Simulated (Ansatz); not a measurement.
Species: C4H4N, net charge 0, doublet state. It need not be the lowest isomer of its formula. 
Structure (B3LYP-D3(BJ)/def2-TZVP (Ansatz, a first-principles code) minimum search):
```xyz
9

H      0.0018     0.0447     2.0683
N      0.0012     0.0470     1.0637
C      0.0125     1.1797     0.2746
C     -0.0110    -1.0751     0.2784
C      0.0069     0.7218    -1.0097
C     -0.0078    -0.6842    -1.0463
H      0.0231     2.1687     0.6953
H     -0.0211    -2.0606     0.7125
H     -0.0151    -1.3345    -1.9036
```
Charge 0, spin multiplicity 2.

Wanted: atomisation energy (electronic, to ground-state atoms), in kcal/mol. Valence correlation only, unless marked. Open shells are spin-unrestricted. No spin-orbit coupling. Non-relativistic. The coupled-cluster limit lacks core correlation, which all-electron functionals hold. CBS(X,Y): correlation extrapolated as X^-3; Hartree-Fock from the larger set. [CCSD(T)-MP2]/basis is that difference in the basis named.

The UHF reference is spin-contaminated (<S^2> 0.20 over the pure value in the largest basis). 

```csv
level,program,atomisation energy (kcal/mol)
PBE/def2-TZVPD,Ansatz,988.8
BLYP-D4/def2-TZVPD,Ansatz + dftd4,955.7
r2SCAN/def2-TZVPD,Ansatz,955.5
B97M-V/def2-TZVPD,Ansatz,…
PBE0/STO-3G,Ansatz,1071.7
PBE0/def2-SVP,Ansatz,977.4
PBE0-D3(BJ)/def2-TZVP,Ansatz + dftd3,966.7
PBE0-D4/def2-TZVPD,Ansatz + dftd4,967.2
r2SCANh/def2-TZVPD,Ansatz,947.8
HSE06-D4/def2-TZVPD,Ansatz + dftd4,968.2
HSE06/def2-TZVPD,Ansatz,965.0
wB97X-V/def2-TZVPD,Ansatz,948.2
B2GP-PLYP-D3(BJ)/def2-TZVPD,Ansatz + dftd3,938.2
B2GP-PLYP/def2-TZVPD,Ansatz,935.7
SCS-MP2/cc-pVDZ,Ansatz,867.2
CCSD/STO-3G,Ansatz,893.4
"RI-MP2/CBS(cc-pVTZ,cc-pVQZ)+[CCSD(T)-MP2]/cc-pVDZ",Ansatz,941.3
```

Task: Fill in the missing entries.

Result: 
- B97M-V/def2-TZVPD, atomisation energy (kcal/mol): 949.4
